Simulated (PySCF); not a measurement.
BH (singlet state).
Cartesian coordinates in Å at the PBE0-D3(BJ)/def2-SVP level; atoms count from 1:
```xyz
2
BH angstrom
B      0.624   -0.001   -0.001
H     -0.629    0.007   -0.011
```

Computed, not measured: PBE0-D3(BJ)/def2-SVP geometry optimisation, gas phase (PySCF 2.14.0).

Take the most abundant isotopes and a rigid rotor. 

(1) What are the moment of inertia and the rotational constant?

(2) List the first levels of a rigid rotor in a Σ state.

(3) Where do the first rotational lines fall?

## Answers

(1) I = 1.448 u·Å², B = 505379 MHz·u·Å²/I = 348979 MHz (11.6407 cm⁻¹, or 16.748 K as hB/k). For two atoms I = μr² with μ = 0.9233 u and r = 1.2524 Å.

(2) E(J) = BJ(J+1): J = 1: 23.281, J = 2: 69.844, J = 3: 139.688, J = 4: 232.813, J = 5: 349.220, J = 6: 488.908 cm⁻¹.

(3) The dipole is 1.60 D; J+1 ← J lies at 2B(J+1): 1 ← 0 at 697.96 GHz, 2 ← 1 at 1395.91 GHz, 3 ← 2 at 2093.87 GHz, 4 ← 3 at 2791.83 GHz, 5 ← 4 at 3489.79 GHz, 6 ← 5 at 4187.74 GHz.

Stationary, but not proved a minimum. Constants of a rigid frame at the computed geometry: no zero-point averaging, no centrifugal distortion.
